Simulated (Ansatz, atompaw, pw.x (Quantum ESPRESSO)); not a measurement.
**platinum: does the PAW (atompaw) potential hold in the solid?**

platinum (Pt), PAW, made with atompaw 4.2.0.5 (PBEsol, scalar-relativistic). Core [Kr] 4d10, reference 4f14 5s2 5p6 5d9 6s0 6p1. Waves: 5s (bound); 6s (bound, empty); 5p (bound); 6p (bound); 5d (bound); 5d channel at 2.55 Ry; 4f (bound); 4f channel at -2.25 Ry. Local part: troulliermartins scheme with l = 4 at 0 Ry, radius 1.80 bohr. Core correction: smooth core density matched at 1.80 bohr. Augmentation charge: besselshape compensation charge, radius 2.10 bohr; PAW radius 2.20 bohr; waves and projectors: bloechl.

Atomic tests: cutoffs needed: 80 Ry and 100 Ry (the cutoffs (Ry, on a coarse ladder) from which the occupation-weighted sum of valence levels, in a spherical-Bessel basis at the reference potential, stays within 10 and 1 mRy of its value at 400 Ry); ghost test: no extra level below or beside the all-electron valence levels (s, p, d, f tested) (spherical-Bessel basis up to 400 Ry, 20 bohr box); lowest eigenvalue of the overlap operator: 0.37 (s channel).

Crystal test: fcc Pt in pw.x 7.5, no spin, 14³ k-points, Fermi–Dirac smearing 0.01 Ry, cutoffs 120/900 Ry. The reference is all-electron LAPW (Ansatz 0.2.0) with the same functional, mesh and smearing; V0 and B0 come from Birch–Murnaghan fits to the pressures at five volumes. Errors are pseudo minus all-electron; Δ is the rms difference of the E(V) curves that follow from these fits, minima aligned, over ±6 % about the mean V0. Mesh and smearing are coarse, so the numbers serve the comparison and aren't converged zero-temperature values; the lattice is a test structure that the element need not adopt.

All-electron: a0 = 3.920 Å (V0 = 15.06 Å³/atom), B0 = 284.6 GPa.

Task: How far does the potential miss the all-electron equation of state?

Result: mean pressure error (GPa): -0.55; a0 (Å): 3.918; a0 error (%): -0.06; B0 error (%): +0.3; Δ (meV/atom): 1.7.

```json
{"V (Å³/atom)": "14.299", "P all-electron (GPa)": "17.04", "P pseudo (GPa)": "16.34"}
{"V (Å³/atom)": "14.676", "P all-electron (GPa)": "7.97", "P pseudo (GPa)": "7.41"}
{"V (Å³/atom)": "15.052", "P all-electron (GPa)": "0.22", "P pseudo (GPa)": "-0.29"}
{"V (Å³/atom)": "15.428", "P all-electron (GPa)": "-6.39", "P pseudo (GPa)": "-6.85"}
{"V (Å³/atom)": "15.805", "P all-electron (GPa)": "-12.01", "P pseudo (GPa)": "-12.50"}
```

Task: At the middle volume, how do free energy and pressure move when the wave cutoff is lowered (ecutrho held at 900 Ry)?

Result:

```json
{"cutoff (Ry)": "54", "shift of F (meV/atom)": "+1825.4", "shift of P (GPa)": "-74.55"}
{"cutoff (Ry)": "72", "shift of F (meV/atom)": "+207.3", "shift of P (GPa)": "-13.82"}
{"cutoff (Ry)": "96", "shift of F (meV/atom)": "+5.8", "shift of P (GPa)": "-0.62"}
```

The run at the middle volume (104 k-points, 8 iterations) took about 80 s on one core of a shared host (Intel(R) Xeon(R) 6975P-C, 192 threads, 756 GiB, load 66).
